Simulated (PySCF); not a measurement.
# Basis-set dependence of MgH at r²SCAN

PySCF, UKS reference; doublet, unpaired electrons σ ↑; De to Mg + H without counterpoise correction.

| basis | relativity | functions | Re (Å) | ωe (cm⁻¹) | De (eV) | μ (D) |
| --- | --- | --- | --- | --- | --- | --- |
| 6-31G(d,p) | no relativity | 23 | 1.756 | 1447 | 1.62 | -1.24 |
| pcseg-2 | no relativity | 33 | 1.747 | 1462 | 1.62 | -1.35 |
| cc-pVTZ | no relativity | 48 | 1.747 | 1461 | 1.62 | -1.31 |

(1) How does each smaller set differ from the one with most functions, cc-pVTZ?

A positive dipole means Mg(−)H(+). Measured (Huber and Herzberg, Constants of Diatomic Molecules (1979)): Re = 1.7297 Å, ωe = 1495.2 cm⁻¹. The state is the lowest determinant that a PBE0 search found; another state may lie lower at other levels.

Answers

(1) 6-31G(d,p): +0.9 pm, -1.0 % in ωe, +0.00 eV in De; pcseg-2: +0.0 pm, +0.1 % in ωe, +0.00 eV in De. All at r²SCAN; the set with most functions is neither the basis-set limit nor always the best.
